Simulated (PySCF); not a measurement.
This PySCF input (HF/def2-QZVPPD) gives -56.22450 Eh with 162 basis functions.

```python
import numpy as np, basis_set_exchange as bse
from pyscf import gto, scf, dft, df

basis = {'H': gto.basis.parse(bse.get_basis('def2-QZVPPD', elements=['H'], fmt='nwchem')), 'N': gto.basis.parse(bse.get_basis('def2-QZVPPD', elements=['N'], fmt='nwchem'))}
mol = gto.M(
    atom='''
    N     0.00224146   -0.00382052    0.11155442
    H    -0.00202883    0.95117179   -0.22808750
    H     0.80949996   -0.46442426   -0.29287493
    H    -0.82316134   -0.46000387   -0.25991854
    ''',
    basis=basis,
    charge=0,
    verbose=4,
    max_memory=2160,
)
mf = scf.RHF(mol)
mf = mf.density_fit(auxbasis=df.autoaux(mol))
mf.conv_tol = 1e-9
mf.max_cycle = 100
print('smallest overlap eigenvalue', np.linalg.eigvalsh(mol.intor('int1e_ovlp'))[0])
mf.kernel()
dip = mf.dip_moment()
```

Change:
```diff
- basis = {'H': gto.basis.parse(bse.get_basis('def2-QZVPPD', elements=['H'], fmt='nwchem')), 'N': gto.basis.parse(bse.get_basis('def2-QZVPPD', elements=['N'], fmt='nwchem'))}
+ basis = {'H': gto.basis.parse(bse.get_basis('cc-pVQZ', elements=['H'], fmt='nwchem')), 'N': gto.basis.parse(bse.get_basis('cc-pVQZ', elements=['N'], fmt='nwchem'))}
```

Q: What does the run give now?

A: -56.22299 Eh (HF/cc-pVQZ, 145 functions), a change of +1.51 mEh.
